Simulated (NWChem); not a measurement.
C2H4F2 (1,2-difluoroethane): name the method

C2H4F2: 8 atoms, total charge 0, spin state singlet. SMILES: `FCCF`. The shape is that of a PBE0-D4/def2-TZVP optimisation. This is one conformer, not always the lowest.

| atom | x (Å) | y (Å) | z (Å) |
| --- | --- | --- | --- |
| F | -1.3124 | 0.7756 | 0.8740 |
| C | -0.1158 | 0.7161 | 0.1932 |
| C | 0.2179 | -0.6961 | -0.1774 |
| F | -0.6181 | -1.1533 | -1.1728 |
| H | -0.2012 | 1.3378 | -0.7028 |
| H | 0.6703 | 1.1180 | 0.8419 |
| H | 1.2489 | -0.7425 | -0.5448 |
| H | 0.1104 | -1.3556 | 0.6888 |

A calculation with NWChem 7.3.0 gave:

```yaml
total_energy: -278.2745 Eh
dipole_moment: 2.38 D
HOMO_energy: -8.77 eV
LUMO_energy: 2.60 eV
HOMO–LUMO_gap: 11.38 eV
largest_force: 0.380 eV/Å
```

Which of these levels gave the numbers?
A. B3LYP/6-31G* (spherical functions)
B. HF/STO-3G
C. HF/3-21G
D. M06-2X/def2-SVPD

A. The others give -273.1951 Eh (HF/STO-3G), -277.9868 Eh (M06-2X/def2-SVPD), -275.4166 Eh (HF/3-21G).
